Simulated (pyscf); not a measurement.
`[CH3][C][F]` [singlet] → `[CH2]=[CH][F]`, a hydrogen shift (singlet surface; C–H broken, C–H formed). Structures and frequencies: ωB97X-D3(BJ)/def2-SVP in PySCF. Correlated levels are frozen-core, on RHF or UHF. ΔMP2 is the change of the MP2 total energy from the triple- to the quadruple-zeta basis. Energies in kcal/mol from the reactant's lowest minimum found.

AM1 to PM7: differences of heats of formation from MOPAC. 

Problem. Quick AM1 single points give ΔE‡ = 34.6 kcal/mol and ΔE = -42.5 kcal/mol. What does CCSD(T)/def2-TZVPP + ΔMP2(QZVPP) give, and how far is the quick result from it?

Solution. CCSD(T)/def2-TZVPP + ΔMP2(QZVPP) gives ΔE‡ = 17.9 kcal/mol and ΔE = -52.9 kcal/mol. AM1 lies 16.7 kcal/mol over it in the barrier and 10.4 kcal/mol over it in the reaction energy, so on this step it does not hold to within 3.0 kcal/mol. CCSD(T)/def2-TZVPP + ΔMP2(QZVPP) has limits of its own. This is the saddle that the search found; another between the same sides may lie lower. The CCSD(T) − MP2 part came from Ansatz, without density fitting, on the same reference.
